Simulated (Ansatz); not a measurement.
System: tetradymite Bi2Se3. Method: LDA (plane waves, PAW; Ansatz, a program for electronic structure).

Q: Estimate the interlayer binding energy, layer repeat distance and gap between the layers that the calculation returns.

A: 
- interlayer binding energy: 16.7 meV/Å²
- layer repeat distance: 9.308 Å
- gap between the layers: 2.386 Å

Spin–orbit coupling is not included; it can shift volumes and moduli of such heavy elements.

Static lattice: no zero-point or thermal effects.
